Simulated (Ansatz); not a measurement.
# H₂O⁺, doublet: reading a ladder of total energies

Geometry: a PBE0/def2-TZVP stationary point for this spin, not checked as a minimum.

```yaml
atoms:
  - { symbol: O, position_ang: [0.0000, -0.0646, 0.0000] }
  - { symbol: H, position_ang: [0.0000, 0.5128, -0.8211] }
  - { symbol: H, position_ang: [0.0000, 0.5128, 0.8211] }
```

Basis cc-pVTZ; Ansatz 0.2.0. Correlated methods freeze the noble-gas cores, which leaves 7 electrons in 57 orbitals. R marks a restricted (for open shells ROHF) determinant, U an unrestricted one.

Full CI isn't at hand for all of this; UCCSDT(Q) serves as the reference, and is uncertain by about the last step of the cluster series.

Runs differ by some tens of microhartree through their thresholds and, for an open shell, their frozen cores, so steps under 0.03 kcal/mol mean nothing.

```tsv
level	total energy (hartree)
UHF	-75.657682
UMP2	-75.856508
UCCSD	-75.872018
UCCSD(T)	-75.876988
UCCSDT	-75.877298
UCCSDT(Q)	-75.877459
```

Problem. What is the correlation energy at UCCSDT(Q), and what share of it do UMP2 and UCCSDT recover?

Solution. E(corr) = -75.877459 − (-75.657682) = -0.219777 hartree = -5.980 eV. UMP2: -0.198826 / -0.219777 = 90.47 %. UCCSDT: -0.219616 / -0.219777 = 99.93 %.

Problem. By how many kcal/mol does UCCSD(T) miss UCCSDT(Q) (1 hartree = 627.509 kcal/mol), and which steps make up the rest?

Solution. -75.876988 − (-75.877459) = 0.000471 hartree = 0.30 kcal/mol. Steps: UCCSDT − UCCSD(T) = -0.19, UCCSDT(Q) − UCCSDT = -0.10 kcal/mol. That is within 1 kcal/mol of the reference in this basis, which itself misses far more of the correlation at the basis-set limit.
